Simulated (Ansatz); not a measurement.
# CCSD(T) forces

SiH₄O₂ (SMILES O[SiH2]O), singlet, displaced at random from a GFN2-xTB minimum.

```xyz
7
angstrom
O -1.3776 -0.0745 0.2839
Si 0.0744 0.4959 0.1134
O 1.1653 -0.7999 -0.3602
H -1.8345 -0.6257 -0.5140
H 0.2408 1.0639 -1.1915
H 0.3360 1.0923 1.2753
H 1.3591 -1.4433 0.2999
```

Computed with Ansatz 0.2.0 (basis: def2-TZVPP); correlated methods freeze the cores.

CCSD(T) forces from the calculation:
```tsv
atom	Fx	Fy	Fz (eV/Å)
O1	-4.793	-3.017	-2.322
Si2	2.874	-3.792	-4.546
O3	-1.170	2.068	0.520
H4	1.971	2.233	3.090
H5	-0.027	1.367	-0.441
H6	0.946	1.820	2.976
H7	0.199	-0.680	0.723
```

Root-mean-square difference of the force components from those of CCSD(T): PBE0-D4 0.089; wB97M-V 0.064; r2SCAN-D4 0.080; PBE-D4 0.244; B97M-V 0.144; CAM-B3LYP-D4 0.112 eV/Å.

No T1 diagnostic of these runs exceeds 0.012. These are differences at one structure, and CCSD(T) in triple zeta is itself an approximation.

For scale, one of the runs: CCSD(T)/def2-TZVPP forces, 160 basis functions (an equivalent command: `ansatz run in.yaml --threads 4`). The run took 73 s on 4 CPU threads (shared host), with 2.2 GiB of host memory at its peak.
